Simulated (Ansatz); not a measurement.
## Two structures, one formula

Two relaxed structures of SiHSO, doublet (PBE0-D4/def2-TZVP; forces vanish, vibrations not checked).

A:

| atom | x (Å) | y (Å) | z (Å) |
| --- | --- | --- | --- |
| O1 | -1.2054 | -0.2362 | 1.0989 |
| Si2 | -0.1817 | 0.0416 | 0.0123 |
| S3 | 1.7993 | -0.5530 | 0.1588 |
| H4 | -0.4123 | 0.7476 | -1.2700 |

B:

```tsv
atom	x (Å)	y (Å)	z (Å)
O1	-1.4864	-0.1842	0.9248
Si2	-0.1475	0.1424	0.0538
S3	1.6282	-0.6500	0.2753
H4	-1.4033	-0.8375	1.6288
```

Program: Ansatz 0.2.0. Basis: def2-TZVPP. Cores are frozen in the correlated methods; orbitals are unrestricted. B3LYP uses VWN-RPA correlation.

**Question.** Which structure is lower at CCSD(T), and by how much? (Judge from chemistry; the value comes from the calculation.)

**Answer.** The calculation gives: B, by 23.00 kcal/mol (electronic energy, against the other). By their contacts, A is SiHSO ([O][SiH][S]) and B is SiHSO ([OH][Si][S]).

All methods give the same order:

```json
{"method": "PBE-D4", "E(B) − E(A) (kcal/mol)": "-23.10"}
{"method": "r2SCAN-D4", "E(B) − E(A) (kcal/mol)": "-23.84"}
{"method": "PBE0-D4", "E(B) − E(A) (kcal/mol)": "-25.85"}
{"method": "B3LYP-D4", "E(B) − E(A) (kcal/mol)": "-22.42"}
{"method": "wB97M-V", "E(B) − E(A) (kcal/mol)": "-24.29"}
{"method": "HF", "E(B) − E(A) (kcal/mol)": "-20.31"}
{"method": "MP2", "E(B) − E(A) (kcal/mol)": "-24.20"}
{"method": "CCSD", "E(B) − E(A) (kcal/mol)": "-22.43"}
{"method": "CCSD(T)", "E(B) − E(A) (kcal/mol)": "-23.00"}
```

No T1 diagnostic of these runs exceeds 0.024. ⟨S²⟩ of the unrestricted Hartree–Fock references: 0.76 to 0.77 (a pure state has 0.75).

Labels in which every atom is bracketed show which atoms are joined, not bond orders.

For scale, one of the runs: CCSD(T)/def2-TZVPP, 129 basis functions, launched by `ansatz run in.yaml --threads 2 --pin off --events-out ev --progress --plain --max-ram 4352MiB`. The run took 31 s on 2 CPU threads of an Arm Neoverse V2 (shared host), with 1.2 GiB of host memory at its peak.
